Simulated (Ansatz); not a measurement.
**How far each method lies from RCCSDT(Q) for H$_{3}$Si–BH$_{2}$, singlet**

Geometry: displaced at random from a stationary point.

```json
{"atom": "Si", "x (Å)": "0.0472", "y (Å)": "0.0091", "z (Å)": "0.5795"}
{"atom": "B", "x (Å)": "-0.1177", "y (Å)": "0.0247", "z (Å)": "-1.4195"}
{"atom": "H", "x (Å)": "-0.0411", "y (Å)": "1.3294", "z (Å)": "1.2192"}
{"atom": "H", "x (Å)": "1.2442", "y (Å)": "-0.8140", "z (Å)": "1.0794"}
{"atom": "H", "x (Å)": "-1.2632", "y (Å)": "-0.8331", "z (Å)": "0.9766"}
{"atom": "H", "x (Å)": "0.0725", "y (Å)": "0.9359", "z (Å)": "-2.1513"}
{"atom": "H", "x (Å)": "-0.0655", "y (Å)": "-1.1362", "z (Å)": "-2.0466"}
```

Basis cc-pVDZ; Ansatz 0.2.0. Only valence electrons are correlated (noble-gas cores frozen), which leaves 12 electrons in 51 orbitals. Prefix R: restricted or restricted open-shell reference. Active spaces: frontier = (8e, 8o) about the gap.

Full CI isn't at hand for all of this; RCCSDT(Q) serves as the reference, and is uncertain by the last step of the cluster series or more.

The UHF ⟨S²⟩ is 0.000. The T1 diagnostic (RCCSD) is 0.0125. The largest doubles amplitude (RCCSD) is 0.032.

| level | E − E(RCCSDT(Q)) (kcal/mol) | share of correlation (%) | wall time |
| --- | --- | --- | --- |
| RHF | 153.39 | 0.00 | – |
| RMP2 | 33.51 | 78.16 | – |
| CISD | 16.95 | 88.95 | 2.1 s |
| RCCSD | 4.17 | 97.28 | – |
| RCCSD(T) | 0.81 | 99.47 | 2.1 s |
| BCCD(T) | 0.80 | 99.48 | 0.87 s |
| RCCSDT | 0.13 | 99.92 | – |
| CASSCF (frontier space) | 115.57 | 24.65 | – |
| NEVPT2 (frontier space) | 34.00 | 77.83 | 7.5 s |
| MRCISD (frontier space) | 10.14 | 93.39 | – |
| MRCISD+Q (frontier space) | 0.64 | 99.58 | 11 s |

The correlation energy at RCCSDT(Q), counted from RHF, is -6.652 eV. That run took 40 s on 1 thread of Arm Neoverse V1, shared host.

Times hold each run's SCF and search for its determinant on a shared host, so for small cases they say little of a method's own cost; they ran on 1 thread of Arm Neoverse V1. Some runs computed forces too.
